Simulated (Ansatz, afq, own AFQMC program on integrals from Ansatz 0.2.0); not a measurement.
# Al₂H₄, singlet in 6-31G, levels against CCSDT(Q)

| atom | x (Å) | y (Å) | z (Å) |
| --- | --- | --- | --- |
| Al | 0.0000 | 0.0000 | 1.8165 |
| Al | 0.0000 | 0.0000 | -1.8165 |
| H | 0.0000 | 1.3533 | 2.6603 |
| H | 0.0000 | -1.3533 | 2.6603 |
| H | 0.0000 | 1.3533 | -2.6603 |
| H | 0.0000 | -1.3533 | -2.6603 |

Connectivity, by distances: AlH2 ··· AlH2.

Basis 6-31G. Only valence electrons are correlated. AFQMC by an in-house program on the Cholesky factors that Ansatz 0.2.0 writes for its CCSD(T) run. The CISD trial takes its coefficients from CCSD amplitudes. Released means that phaseless walkers are propagated on without the constraint, phases kept. Uncertainties: one standard error, sampling alone.

Determinant: RHF, the one that the program's search chose, which needn't be the lowest solution. The geometry is a point of a scan.

No full CI on the walks' own integrals is used here; CCSDT(Q) serves as the reference and is uncertain by about the last step of the cluster series.

Cautions: higher spins were not checked; restricted determinant unstable towards unrestricted (UHF 67 meV lower, ⟨S²⟩ 0.33).

The T1 diagnostic is 0.0134. The weight of the determinant in the CISD state is 0.879 and the size of the correlated space is 10 electrons in 24 orbitals.

```json
{"level": "MP2", "correlation energy (eV)": "-2.0948"}
{"level": "CCSD", "correlation energy (eV)": "-3.0296"}
{"level": "CCSD(T)", "correlation energy (eV)": "-3.0952"}
```

Task: Estimate where phaseless AFQMC with a CISD trial lies against CCSD(T) on the same integrals.

Result: 0.63 ± 0.12 kcal/mol below CCSD(T).

Reference: CCSDT(Q), correlation energy -3.131 eV. The released energy is read at 2.40 1/Eh (meV from the phaseless value at times in 1/Eh: -1 ± 7 at 0.24, -3 ± 6 at 0.51, 6 ± 5 at 0.99, -4 ± 5 at 1.62, -2 ± 5 at 2.40).

```csv
level,E − E(reference) (kcal/mol),share of correlation (%)
CCSD(T),0.82,98.86
CCSDT,0.10,99.86
ph-AFQMC/CISD,0.20 ± 0.12,99.73
released AFQMC,0.15 ± 0.12,99.79
```

A walk keeps the symmetry of its determinant, which the program's search chose and which needn't be the lowest solution, so a lower state of the same spin and another symmetry isn't excluded. Released energies are given only where the last usable release times agree within the noise; a slower fall can still hide under it.
